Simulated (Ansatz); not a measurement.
# AlSiH₂+ (triplet): from Hartree-Fock to the top rungs, cc-pVDZ

An exercise on one series of results from a longer session: the logs are not shown, and one member is left open.

Computed with Ansatz 0.2.0, Gaussian basis. Level: cc-pVDZ, core rule «outside noble gas», up to 10 orbitals frozen.

To be run: UHF; CCSD(T) on ROHF; CCSD(T) on UHF; BCCD(T) on ROHF; CISD as a restricted active space (open shells left free, so some higher excitations enter); CCSDT(Q) on ROHF; CCSDT(Q) on UHF; CCSDTQ on ROHF; CCSDTQ on UHF.

13 further runs of the same task are left out: 8 for a known fault of the program, 5 set aside as unsound or not needed. Runs told in other sessions of the task aren't counted.

## The geometry

The geometry is a PBE0/def2-TZVP stationary point (not a proven minimum) of the parent state, kept for this charge and spin.

4 atoms, charge 1, spin multiplicity 3.

Atoms are counted from 1 here; the program's logs count them from 0.

Bond lengths: Si1–Al2 2.453 Å, Al2–H3 1.595 Å, Al2–H4 1.595 Å. Angles: Si1–Al2–H3 120.0°, Si1–Al2–H4 120.0°, H3–Al2–H4 119.9°.

Geometry (Å):

```xyz
4

Si    0.00000    0.00000    1.27431
Al    0.00000    0.00000   -1.17875
H     0.00000   -1.38061   -1.97687
H     0.00000    1.38061   -1.97687
```

The first run:

Input file in.yaml:

```yaml
crystal:
  periodic: [false, false, false]
  atoms:
    - {symbol: Si, position_ang: [0.000000, 0.000000, 1.274311]}
    - {symbol: Al, position_ang: [0.000000, 0.000000, -1.178752]}
    - {symbol: H, position_ang: [0.000000, -1.380606, -1.976865]}
    - {symbol: H, position_ang: [0.000000, 1.380606, -1.976865]}
basis:
  gaussian: {orbitals: cc-pVDZ}
total_charge: 1
magnetization: {spin_polarized: true, initial_magnetization: 2}
hamiltonian: {xc: hf}
output: {orbitals: {seedname: orbitals}}
```

The run is started by

```bash
> ansatz run in.yaml --threads 1 --pin off --events-out ev --progress --plain --max-ram 4096MiB --backend cpu
```

Among the steps run: UHF; CCSD(T) on ROHF; CCSD(T) on UHF; BCCD(T) on ROHF; CISD as a restricted active space (open shells left free, so some higher excitations enter); CCSDT(Q) on ROHF; CCSDT(Q) on UHF; CCSDTQ on ROHF; CCSDTQ on UHF.

One table of the session follows, with a row left open; its other results are not shown here.

It belongs to the step «Misses and costs». 

```
   method  from UCCSDTQ (meV)
     ROHF             +3982.4
      UHF             +3877.7
     RMP2                   ?
     UMP2             +1111.9
     CISD              +361.3
    RCCSD              +133.0
    UCCSD              +129.3
 RCCSD(T)               +38.9
 UCCSD(T)               +38.9
  BCCD(T)               +38.3
   RCCSDT                +5.8
   UCCSDT                +5.5
RCCSDT(Q)                +1.4
UCCSDT(Q)                +1.0
  RCCSDTQ                +0.2
  UCCSDTQ                   0
```

Q: Estimate the row for RMP2 from the others.

The run gave: from UCCSDTQ (meV): +1112.8. In the column «from UCCSDTQ (meV)» it lies between UMP2 (+1111.9) and UHF (+3877.7).

To keep in mind: Restricted and unrestricted rows rest on different reference determinants; a gap between their highest levels can come from leftover correlation error, from unlike frozen cores or from another state.
